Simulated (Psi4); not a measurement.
**PBE0/6-31G(d) (spherical functions, sweep point 4) run of NO2F (nitryl fluoride)**

Aim: the vertical singlet–triplet gap of NO2F (nitryl fluoride) at PBE0/6-31G* (spherical functions, sweep point 4), from 2 runs. 

The results are computed with Psi4 1.11.

## (1) Starting point

NO2F: 4 atoms, total charge 0, spin state singlet. As SMILES, `O=[N+]([O-])F`. Geometry: relaxed at GFN2-xTB.

Bond lengths: O1–N2 1.145 Å, N2–O3 1.145 Å. Angles: O1–N2–O3 140.2°. A long bond or contact: N2–F4 1.545 Å.

## (2) A single-point energy at PBE0/6-31G(d) (spherical functions, sweep point 4)

Contents of input.in:

```
memory 1600 mb

molecule {
  O      0.188740     0.465950     1.115660
  N      0.109710    -0.098240     0.122020
  O      0.475520    -1.064170    -0.373030
  F     -0.773970     0.696460    -0.864650
  symmetry c1
}

set basis 6-31G*
set puream true
set scf_type pk
set dft_radial_points 99
set dft_spherical_points 590

e, wfn = energy('pbe0', return_wfn=True)
```

The run is started by

```bash
$ psi4 input.in input.out -n 1
```

input.out (excerpt; [...] marks lines left out):

```text
[...]
  Running in c1 symmetry.
[...]
  Nuclear repulsion =  123.467880182532227
[...]
  Multiplicity = 1
[...]
  Nalpha       = 16
  Nbeta        = 16
[...]
    Number of basis functions: 56
[...]
   @RKS iter   1:  -304.42185904826403    1.90621e-02   1.19066e-02 DIIS/ADIIS
[...]
   @RKS iter   9:  -304.57010362956322   -7.80051e-09   2.89423e-07 DIIS
[...]
    Orbital Energies [Eh]
    ---------------------
    Doubly Occupied:
       1A    -24.780765     2A    -19.348929     3A    -19.348851
       4A    -14.747665     5A     -1.403834     6A     -1.239445
       7A     -1.188369     8A     -0.715446     9A     -0.657408
      10A     -0.651634    11A     -0.614358    12A     -0.445080
      13A     -0.415530    14A     -0.414322    15A     -0.402814
      16A     -0.375311
[...]
  @RKS Final Energy:  -304.57010362956322
   => Energetics <=
    Nuclear Repulsion Energy =            123.4678801825322267
    One-Electron Energy =                -664.1004878257925839
    Two-Electron Energy =                 261.9719419920271548
    DFT Exchange-Correlation Energy =     -25.9094379783300148
    Empirical Dispersion Energy =           0.0000000000000000
    VV10 Nonlocal Energy =                  0.0000000000000000
    Total Energy =                       -304.5701036295632207
[...]
 Multipole Moments:
 ------------------------------------------------------------------------------------
     Multipole            Electronic (a.u.)      Nuclear  (a.u.)        Total (a.u.)
 ------------------------------------------------------------------------------------
 L = 1.  Multiply by 2.5417464519 to convert [e a0] to [Debye]
 Dipole X            :         -0.4638576            0.6963496            0.2324920
 Dipole Y            :          0.4179346           -0.6266305           -0.2086959
 Dipole Z            :         -0.5188128            0.7779552            0.2591424
 Magnitude           :                                                    0.4059080
[...]
```

It took 9 s on 1 thread of AMD EPYC 7R43 (Zen 3), shared host; peak memory 0.55 GiB.

## (3) The triplet, same level

Contents of fno2.dat:

```
memory 1600 MB

molecule {
  0 3
  O      0.188740     0.465950     1.115660
  N      0.109710    -0.098240     0.122020
  O      0.475520    -1.064170    -0.373030
  F     -0.773970     0.696460    -0.864650
  symmetry c1
}

set basis 6-31G*
set reference uks
set puream true
set scf_type pk
set dft_radial_points 99
set dft_spherical_points 590
set maxiter 150

energy("pbe0")
```

The run is started by

```bash
$ psi4 -n 1 fno2.dat fno2.out
```

fno2.out (excerpt; [...] marks lines left out):

```text
[...]
  Running in c1 symmetry.
[...]
  Nuclear repulsion =  123.467880182532227
[...]
  Multiplicity = 3
[...]
  Nalpha       = 17
  Nbeta        = 15
[...]
    Number of basis functions: 56
[...]
   @UKS iter   1:  -304.31044830209481    1.30473e-01   7.59928e-03 DIIS/ADIIS
[...]
   @UKS iter  12:  -304.38136480575520   -1.83666e-08   7.96806e-07 DIIS
[...]
   @S^2 Observed:                2.026404262E+00
[...]
    Orbital Energies [Eh]
    ---------------------
    Alpha Occupied:
       1A    -24.804416     2A    -19.365674     3A    -19.365571
       4A    -14.645502     5A     -1.402057     6A     -1.247484
       7A     -1.204515     8A     -0.726168     9A     -0.666323
      10A     -0.663909    11A     -0.624195    12A     -0.487372
      13A     -0.453906    14A     -0.433762    15A     -0.429935
      16A     -0.422900    17A     -0.188082
    Alpha Virtual:
      18A     -0.031240    19A      0.235412    20A      0.471240
      21A      0.620384    22A      0.621394    23A      0.654802
      24A      0.717698    25A      0.804142    26A      0.845070
[...]
  @UKS Final Energy:  -304.38136480575520
   => Energetics <=
    Nuclear Repulsion Energy =            123.4678801825322267
    One-Electron Energy =                -664.0946093534033707
    Two-Electron Energy =                 262.1889758322324724
    DFT Exchange-Correlation Energy =     -25.9436114671165150
    Empirical Dispersion Energy =           0.0000000000000000
    VV10 Nonlocal Energy =                  0.0000000000000000
    Total Energy =                       -304.3813648057551973
[...]
 Multipole Moments:
 ------------------------------------------------------------------------------------
     Multipole            Electronic (a.u.)      Nuclear  (a.u.)        Total (a.u.)
 ------------------------------------------------------------------------------------
 L = 1.  Multiply by 2.5417464519 to convert [e a0] to [Debye]
 Dipole X            :         -0.5150434            0.6963496            0.1813061
 Dipole Y            :          0.4632157           -0.6266305           -0.1634148
 Dipole Z            :         -0.5746986            0.7779552            0.2032566
 Magnitude           :                                                    0.3176312
[...]
```

Wall time 17 s (1 thread of AMD EPYC 7R43 (Zen 3), shared host); peak memory 0.55 GiB.

## (4) Summary of results

At PBE0/6-31G* (spherical functions, sweep point 4):

| quantity | value |
| --- | --- |
| singlet: total energy | -304.57010 Eh |
| singlet: dipole moment | 1.03 D |
| singlet: HOMO energy | -10.21 eV |
| singlet: LUMO energy | -2.07 eV |
| singlet: HOMO–LUMO gap | 8.14 eV |
| triplet: total energy | -304.38136 Eh |
| triplet: dipole moment | 0.81 D |
| triplet: HOMO energy (highest over α and β) | -5.12 eV |
| triplet: ⟨S²⟩ | 2.026 |
| vertical energy of the triplet above the singlet | 5.136 eV |

**Reading.** At this shape the triplet lies 5.14 eV (118 kcal/mol) above the singlet.
